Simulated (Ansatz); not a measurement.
Basis-set extrapolation for ethylmethylamine, C₃H₉N (PBE0-D4/def2-TZVP geometry, frozen core, the Gaussian-basis code of Ansatz). Multiplicity 1, RHF reference.

|  | def2-TZVPP | def2-QZVPP |
| --- | --- | --- |
| HF | -173.348702 | -173.357423 |
| MP2 correlation | -0.749396 | -0.797734 |
| CCSD(T) correlation | -0.824329 | not run |

Energies in hartree. Use E(X) = E(∞) + A·exp(−7.88·√X) for Hartree–Fock and E(X) = E(∞) + B·X^(−2.97) for correlation, with X = 3 and 4, and add CCSD(T) minus MP2 of the smaller set to the MP2 limit.

Task: What is the CCSD(T) energy at the basis-set limit?

Result: HF limit: -173.357423 + (-0.008721) × 0.13774 = -173.35862. MP2 limit: -0.797734 + (-0.048338) × 0.74074 = -0.83354. Higher-order term: -0.824329 − (-0.749396) = -0.07493. Total: -174.26709 hartree, 247.0 kJ/mol below CCSD(T)/def2-TZVPP.
